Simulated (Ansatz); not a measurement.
in.yaml

```yaml
crystal:
  periodic: [false, false, false]
  atoms:
    - {symbol: B, position_ang: [0.000000, 0.000000, 0.090069]}
    - {symbol: C, position_ang: [0.000000, 0.000000, -1.358850]}
    - {symbol: H, position_ang: [0.000000, 0.000000, 1.268781]}
basis:
  gaussian: {orbitals: aug-cc-pVDZ}
magnetization: {spin_polarized: false, initial_magnetization: 4}
correlation: {method: bccd_t, electrons: outside_noble_gas}
scf: {lower_state_search: full}
```

```sh
$ ansatz run in.yaml --threads 1 --pin off --events-out ev --progress --plain --max-ram 2393MiB
```

The program prints:

```
553 factors; integrals over basis functions are off by at most 1.1e-3 eV
mean field evaluation 1: about -1708.0355 eV, gradient 1.2e1 eV
mean field evaluation 2: about -1708.0359 eV, gradient 1.2e1 eV
mean field evaluation 4: about -1710.2858 eV, gradient 3.1e0 eV
mean field evaluation 8: about -1710.5569 eV, gradient 2.1e-1 eV
mean field evaluation 16: about -1710.2846 eV, gradient 3.1e0 eV
mean field evaluation 32: about -1672.8333 eV, gradient 6.9e1 eV
mean field evaluation 64: about -1710.4132 eV, gradient 3.5e0 eV
mean field evaluation 96: about -1708.1792 eV, gradient 1.4e-3 eV
mean field evaluation 128: about -1708.3658 eV, gradient 1.4e0 eV
mean field evaluation 160: about -1705.4267 eV, gradient 2.7e-1 eV
mean field evaluation 192: about -1708.1621 eV, gradient 6.6e-1 eV
mean field -1710.55744352 eV, -62.8618265920 hartree, gradient 1.4e-6 eV, S^2 6.000000; 8 other end points of the search recorded, 0 dependent functions left out
mean field evaluation 224: about -1709.1398 eV, gradient 9.7e0 eV
determinant -1710.55744352 eV, -62.8618265920 hartree, with singles and doubles -1714.49545255 eV, -63.0065457545 hartree
determinant -1708.17917362 eV, -62.7744267851 hartree, with singles and doubles -1712.06014265 eV, -62.9170497664 hartree
determinant -1707.13785619 eV, -62.7361590752 hartree, with singles and doubles -1710.85509322 eV, -62.8727650165 hartree
2 core orbitals not correlated: weight in the atoms' cores, before any rotation towards them, 1.000 or more for the frozen orbitals, at most 0.000 for the correlated occupied ones
reference -1710.55744352 eV, -62.8618265920 hartree; 6, 2 occupied and 47, 51 virtual orbitals, 553 factors
second order -3.11657754 eV of doubles, -0.06372169 eV of singles
cycle   1  -3.94187534 eV  change   -2.1e-1 eV  update   2.0e-2
cycle   2  -3.95192387 eV  change   -1.0e-2 eV  update   7.0e-3
cycle   3  -3.95561282 eV  change   -3.7e-3 eV  update   3.1e-3
cycle   4  -3.95644648 eV  change   -8.3e-4 eV  update   1.5e-3
cycle   5  -3.95642739 eV  change    1.9e-5 eV  update   5.7e-4
cycle   6  -3.95652978 eV  change   -1.0e-4 eV  update   1.8e-4
cycle   7  -3.95656885 eV  change   -3.9e-5 eV  update   6.4e-5
cycle   8  -3.95657168 eV  change   -2.8e-6 eV  update   2.9e-5
cycle   9  -3.95657217 eV  change   -4.9e-7 eV  update   1.2e-5
cycle  10  -3.95657368 eV  change   -1.5e-6 eV  update   4.9e-6
perturbative correction -0.10256637 eV, -0.0037692446 hartree
Total energy: -1714.61658357 eV, -63.0109972373 hartree
```

Ran on 1 thread of Arm Neoverse V1, shared host: 2.9 s wall, 0.2 GiB peak host memory.
